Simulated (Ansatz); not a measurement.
# How close CCSD(T) comes to the exact answer in a basis

Each species is computed at the geometry given (Å), with frozen cores, in Ansatz 0.2.0: RHF-CCSD(T) for singlets, UHF-CCSD(T) otherwise, and full CI in the same basis. The program picks the determinant by trial CCSD, so it needn't be the lowest Hartree–Fock solution. States: AlP Σ⁻ or Δ, AlSi Σ⁻ or Δ, SiH4 B3u, HSiN Σ⁺ or Δ. Cases whose determinant has another symmetry than full CI's state, or whose (Q) step broke down, weren't drawn.

Question: Judging by size, spin and bonding and the diagnostics given, rank them by the size of CCSD(T)'s error in total energy against full CI in the same basis, smallest first (an estimate).
A. AlP, triplet, 6-31G: Al 0.000 0.000 0.000; P 0.000 0.000 3.060. T1 0.060, (T) -34 meV in a correlation energy of -1.93 eV
B. SiH₄, triplet, 6-31G: Si 0.000 0.000 0.000; H -0.012 1.085 1.078; H -0.016 -1.078 1.085; H 0.016 1.078 -1.085; H 0.012 -1.085 -1.078. T1 0.012, (T) -35 meV in a correlation energy of -2.41 eV
C. HSiN, singlet, 6-31G: Si 0.000 0.000 -0.089; N 0.000 0.000 -1.309; H 0.000 0.000 1.398. T1 0.026, (T) -173 meV in a correlation energy of -5.25 eV
D. AlSi, quartet, cc-pVDZ: Si 0.000 0.000 0.000; Al 0.000 0.000 2.902. T1 0.044, (T) -146 meV in a correlation energy of -3.57 eV

Answer: B (15.4 meV), A (23.0 meV), C (46.1 meV), D (68.1 meV).

```tsv
species	basis	correlated electrons	CCSD(T) − full CI (meV)	CCSDT(Q) − full CI (meV)	unpaired electrons (full CI)	T1	⟨S²⟩ of the determinant
SiH4, triplet	6-31G	8	15.4	-0.6	2.04	0.012	2.03
AlP, triplet	6-31G	8	23.0	-0.2	2.16	0.060	2.34
HSiN, singlet	6-31G	10	46.1	-5.5	0.11	0.026	0.00
AlSi, quartet	cc-pVDZ	7	68.1	-1.1	3.11	0.044	3.77
```

Unpaired electrons are Σ n²(2−n)² over natural occupations; an open shell counts its own unpaired electrons too. Frozen cores follow each run's orbitals, which moves totals by a few meV.
